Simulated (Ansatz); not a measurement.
Ansatz (a first-principles code) input (B3LYP/6-31G*):

Ansatz 0.2 input:
```yaml
crystal:
  periodic: [false, false, false]
  atoms:
    - {symbol: N, position_ang: [-1.07402353, 0.19832658, 0.10775491]}
    - {symbol: C, position_ang: [0.27418894, 0.31459094, -0.04810682]}
    - {symbol: O, position_ang: [1.05536021, -0.61660764, -0.08209772]}
    - {symbol: H, position_ang: [-1.48152544, -0.72185360, 0.20477939]}
    - {symbol: H, position_ang: [-1.67855350, 1.00578069, 0.12916308]}
    - {symbol: H, position_ang: [0.59022831, 1.37310225, -0.14280414]}
basis:
  gaussian:
    orbitals: 6-31G*
hamiltonian:
  xc: {name: B3LYP}
phonons: {temperatures: {t_min: 298.15, t_max: 298.15, t_step: 100}}
```

Output:

```
WARN ansatz: RAYON_NUM_THREADS=1 ignored (pool sized by the plan → 1); use --threads N
Functional definition: B3LYP
integrals: 0.01 GiB planned
562 factors; integrals over basis functions are off by at most 4.4e-4 eV
mean field: 0.12 GiB planned
mean field evaluation 1: about -4617.3066 eV, gradient 5.5e1 eV
mean field evaluation 2: about -4607.8400 eV, gradient 9.0e1 eV
mean field evaluation 4: about -4622.8752 eV, gradient 4.5e0 eV
mean field evaluation 8: about -4622.9106 eV, gradient 2.9e-1 eV
mean field evaluation 16: about -4622.9108 eV, gradient 2.3e-5 eV
mean field -4622.91076082 eV, -169.8888369386 hartree, gradient 2.3e-5 eV, S^2 0.000000; 0 other end points of the search recorded, 0 dependent functions left out
the calculation of the forces begins
reference -4622.91090415 eV, -169.8888422059 hartree; 12, 12 occupied and 39, 39 virtual orbitals, 562 factors
these checks for a lower state are left out or cut short: stability, starts, cluster_reference, orbital_swaps, neighbouring_geometries, increment
integrals: 0.01 GiB planned
562 factors; integrals over basis functions are off by at most 4.4e-4 eV
mean field: 0.12 GiB planned
mean field -4622.91051808 eV, -169.8888280183 hartree, gradient 2.8e-6 eV, S^2 0.000000; 0 other end points of the search recorded, 0 dependent functions left out
the calculation of the forces begins
reference -4622.91066139 eV, -169.8888332846 hartree; 12, 12 occupied and 39, 39 virtual orbitals, 562 factors
these checks for a lower state are left out or cut short: stability, starts, cluster_reference, orbital_swaps, neighbouring_geometries, increment
integrals: 0.01 GiB planned
562 factors; integrals over basis functions are off by at most 4.4e-4 eV
mean field: 0.12 GiB planned
mean field -4622.91052391 eV, -169.8888282323 hartree, gradient 8.3e-7 eV, S^2 0.000000; 0 other end points of the search recorded, 0 dependent functions left out
the calculation of the forces begins
reference -4622.91066727 eV, -169.8888335007 hartree; 12, 12 occupied and 39, 39 virtual orbitals, 562 factors
these checks for a lower state are left out or cut short: stability, starts, cluster_reference, orbital_swaps, neighbouring_geometries, increment
integrals: 0.01 GiB planned
562 factors; integrals over basis functions are off by at most 4.4e-4 eV
mean field: 0.12 GiB planned
mean field evaluation 32: about -4622.9105 eV, gradient 1.5e-1 eV
mean field -4622.91062848 eV, -169.8888320752 hartree, gradient 1.1e-6 eV, S^2 0.000000; 0 other end points of the search recorded, 0 dependent functions left out
the calculation of the forces begins
reference -4622.91077179 eV, -169.8888373420 hartree; 12, 12 occupied and 39, 39 virtual orbitals, 562 factors
these checks for a lower state are left out or cut short: stability, starts, cluster_reference, orbital_swaps, neighbouring_geometries, increment
integrals: 0.01 GiB planned
562 factors; integrals over basis functions are off by at most 4.4e-4 eV
mean field: 0.12 GiB planned
mean field -4622.91062685 eV, -169.8888320155 hartree, gradient 2.5e-6 eV, S^2 0.000000; 0 other end points of the search recorded, 0 dependent functions left out
the calculation of the forces begins
reference -4622.91077020 eV, -169.8888372833 hartree; 12, 12 occupied and 39, 39 virtual orbitals, 562 factors
these checks for a lower state are left out or cut short: stability, starts, cluster_reference, orbital_swaps, neighbouring_geometries, increment
integrals: 0.01 GiB planned
562 factors; integrals over basis functions are off by at most 4.4e-4 eV
mean field: 0.12 GiB planned
mean field -4622.91051872 eV, -169.8888280416 hartree, gradient 2.4e-6 eV, S^2 0.000000; 0 other end points of the search recorded, 0 dependent functions left out
the calculation of the forces begins
reference -4622.91066201 eV, -169.8888333075 hartree; 12, 12 occupied and 39, 39 virtual orbitals, 562 factors
these checks for a lower state are left out or cut short: stability, starts, cluster_reference, orbital_swaps, neighbouring_geometries, increment
integrals: 0.01 GiB planned
562 factors; integrals over basis functions are off by at most 4.4e-4 eV
mean field: 0.12 GiB planned
mean field -4622.91051156 eV, -169.8888277785 hartree, gradient 2.6e-6 eV, S^2 0.000000; 0 other end points of the search recorded, 0 dependent functions left out
the calculation of the forces begins
reference -4622.91065493 eV, -169.8888330473 hartree; 12, 12 occupied and 39, 39 virtual orbitals, 562 factors
these checks for a lower state are left out or cut short: stability, starts, cluster_reference, orbital_swaps, neighbouring_geometries, increment
integrals: 0.01 GiB planned
562 factors; integrals over basis functions are off by at most 4.4e-4 eV
mean field: 0.12 GiB planned
[...]
mean field: 0.12 GiB planned
mean field -4622.91067512 eV, -169.8888337892 hartree, gradient 1.8e-6 eV, S^2 0.000000; 0 other end points of the search recorded, 0 dependent functions left out
the calculation of the forces begins
reference -4622.91081847 eV, -169.8888390574 hartree; 12, 12 occupied and 39, 39 virtual orbitals, 562 factors
these checks for a lower state are left out or cut short: stability, starts, cluster_reference, orbital_swaps, neighbouring_geometries, increment
integrals: 0.01 GiB planned
562 factors; integrals over basis functions are off by at most 4.4e-4 eV
mean field: 0.12 GiB planned
mean field evaluation 96: about -4622.9107 eV, gradient 7.0e-2 eV
mean field -4622.91072019 eV, -169.8888354454 hartree, gradient 1.3e-6 eV, S^2 0.000000; 0 other end points of the search recorded, 0 dependent functions left out
the calculation of the forces begins
reference -4622.91086352 eV, -169.8888407128 hartree; 12, 12 occupied and 39, 39 virtual orbitals, 562 factors
these checks for a lower state are left out or cut short: stability, starts, cluster_reference, orbital_swaps, neighbouring_geometries, increment
integrals: 0.01 GiB planned
562 factors; integrals over basis functions are off by at most 4.4e-4 eV
mean field: 0.12 GiB planned
mean field -4622.91072139 eV, -169.8888354895 hartree, gradient 2.1e-6 eV, S^2 0.000000; 0 other end points of the search recorded, 0 dependent functions left out
the calculation of the forces begins
reference -4622.91086472 eV, -169.8888407568 hartree; 12, 12 occupied and 39, 39 virtual orbitals, 562 factors
these checks for a lower state are left out or cut short: stability, starts, cluster_reference, orbital_swaps, neighbouring_geometries, increment
integrals: 0.01 GiB planned
562 factors; integrals over basis functions are off by at most 4.4e-4 eV
mean field: 0.12 GiB planned
mean field -4622.91069870 eV, -169.8888346557 hartree, gradient 1.2e-6 eV, S^2 0.000000; 0 other end points of the search recorded, 0 dependent functions left out
the calculation of the forces begins
reference -4622.91084204 eV, -169.8888399233 hartree; 12, 12 occupied and 39, 39 virtual orbitals, 562 factors
these checks for a lower state are left out or cut short: stability, starts, cluster_reference, orbital_swaps, neighbouring_geometries, increment
integrals: 0.01 GiB planned
562 factors; integrals over basis functions are off by at most 4.4e-4 eV
mean field: 0.12 GiB planned
mean field -4622.91069821 eV, -169.8888346378 hartree, gradient 1.2e-6 eV, S^2 0.000000; 0 other end points of the search recorded, 0 dependent functions left out
the calculation of the forces begins
reference -4622.91084154 eV, -169.8888399049 hartree; 12, 12 occupied and 39, 39 virtual orbitals, 562 factors
these checks for a lower state are left out or cut short: stability, starts, cluster_reference, orbital_swaps, neighbouring_geometries, increment
integrals: 0.01 GiB planned
562 factors; integrals over basis functions are off by at most 4.4e-4 eV
mean field: 0.12 GiB planned
mean field -4622.91069814 eV, -169.8888346353 hartree, gradient 2.7e-6 eV, S^2 0.000000; 0 other end points of the search recorded, 0 dependent functions left out
the calculation of the forces begins
reference -4622.91084149 eV, -169.8888399031 hartree; 12, 12 occupied and 39, 39 virtual orbitals, 562 factors
these checks for a lower state are left out or cut short: stability, starts, cluster_reference, orbital_swaps, neighbouring_geometries, increment
integrals: 0.01 GiB planned
562 factors; integrals over basis functions are off by at most 4.4e-4 eV
mean field: 0.12 GiB planned
mean field evaluation 128: about -4622.9131 eV, gradient 8.8e-2 eV
mean field -4622.91069611 eV, -169.8888345606 hartree, gradient 1.5e-6 eV, S^2 0.000000; 0 other end points of the search recorded, 0 dependent functions left out
the calculation of the forces begins
reference -4622.91083943 eV, -169.8888398275 hartree; 12, 12 occupied and 39, 39 virtual orbitals, 562 factors
these checks for a lower state are left out or cut short: stability, starts, cluster_reference, orbital_swaps, neighbouring_geometries, increment
integrals: 0.01 GiB planned
562 factors; integrals over basis functions are off by at most 4.4e-4 eV
mean field: 0.12 GiB planned
mean field -4622.91071000 eV, -169.8888350711 hartree, gradient 3.0e-6 eV, S^2 0.000000; 0 other end points of the search recorded, 0 dependent functions left out
the calculation of the forces begins
reference -4622.91085334 eV, -169.8888403386 hartree; 12, 12 occupied and 39, 39 virtual orbitals, 562 factors
these checks for a lower state are left out or cut short: stability, starts, cluster_reference, orbital_swaps, neighbouring_geometries, increment
integrals: 0.01 GiB planned
562 factors; integrals over basis functions are off by at most 4.4e-4 eV
mean field: 0.12 GiB planned
mean field -4622.91070957 eV, -169.8888350554 hartree, gradient 1.8e-6 eV, S^2 0.000000; 0 other end points of the search recorded, 0 dependent functions left out
the calculation of the forces begins
reference -4622.91085290 eV, -169.8888403226 hartree; 12, 12 occupied and 39, 39 virtual orbitals, 562 factors
these checks for a lower state are left out or cut short: stability, starts, cluster_reference, orbital_swaps, neighbouring_geometries, increment
integrals: 0.01 GiB planned
562 factors; integrals over basis functions are off by at most 4.4e-4 eV
mean field: 0.12 GiB planned
mean field -4622.91073077 eV, -169.8888358342 hartree, gradient 6.9e-7 eV, S^2 0.000000; 0 other end points of the search recorded, 0 dependent functions left out
the calculation of the forces begins
reference -4622.91087414 eV, -169.8888411031 hartree; 12, 12 occupied and 39, 39 virtual orbitals, 562 factors
these checks for a lower state are left out or cut short: stability, starts, cluster_reference, orbital_swaps, neighbouring_geometries, increment
integrals: 0.01 GiB planned
562 factors; integrals over basis functions are off by at most 4.4e-4 eV
mean field: 0.12 GiB planned
mean field evaluation 160: about -4622.9107 eV, gradient 1.1e-6 eV
mean field -4622.91073210 eV, -169.8888358832 hartree, gradient 1.1e-6 eV, S^2 0.000000; 0 other end points of the search recorded, 0 dependent functions left out
the calculation of the forces begins
reference -4622.91087539 eV, -169.8888411492 hartree; 12, 12 occupied and 39, 39 virtual orbitals, 562 factors
these checks for a lower state are left out or cut short: stability, starts, cluster_reference, orbital_swaps, neighbouring_geometries, increment
integrals: 0.01 GiB planned
562 factors; integrals over basis functions are off by at most 4.4e-4 eV
mean field: 0.12 GiB planned
mean field -4622.91071426 eV, -169.8888352275 hartree, gradient 2.2e-6 eV, S^2 0.000000; 0 other end points of the search recorded, 0 dependent functions left out
the calculation of the forces begins
reference -4622.91085755 eV, -169.8888404935 hartree; 12, 12 occupied and 39, 39 virtual orbitals, 562 factors
these checks for a lower state are left out or cut short: stability, starts, cluster_reference, orbital_swaps, neighbouring_geometries, increment
integrals: 0.01 GiB planned
562 factors; integrals over basis functions are off by at most 4.4e-4 eV
mean field: 0.12 GiB planned
mean field -4622.91071240 eV, -169.8888351592 hartree, gradient 1.4e-6 eV, S^2 0.000000; 0 other end points of the search recorded, 0 dependent functions left out
the calculation of the forces begins
reference -4622.91085577 eV, -169.8888404280 hartree; 12, 12 occupied and 39, 39 virtual orbitals, 562 factors
Total energy: -4622.91090415 eV, -169.8888422059 hartree
Atom 0 at    -1.074024     0.198327     0.107755 Å, force    -0.000883    -0.000501     0.000126 eV/Å
Atom 1 at     0.274189     0.314591    -0.048107 Å, force     0.001204     0.001651    -0.000226 eV/Å
Atom 2 at     1.055360    -0.616608    -0.082098 Å, force    -0.000250    -0.000373     0.000049 eV/Å
Atom 3 at    -1.481525    -0.721854     0.204779 Å, force    -0.000249    -0.000088     0.000033 eV/Å
Atom 4 at    -1.678553     1.005781     0.129163 Å, force     0.000434    -0.000134    -0.000041 eV/Å
Atom 5 at     0.590228     1.373102    -0.142804 Å, force    -0.000256    -0.000555     0.000060 eV/Å
Dipole moment:    -0.690663     0.395798     0.054164 e Å
Vibrations: 81.46 564.13 651.43 1045.09 1060.46 1281.04 1437.14 1639.00 1838.68 2962.71 3585.51 3716.96 cm⁻¹, zero-point energy 1.231387 eV
```

The blocks after the first are displaced geometries, from whose forces the wavenumbers follow.
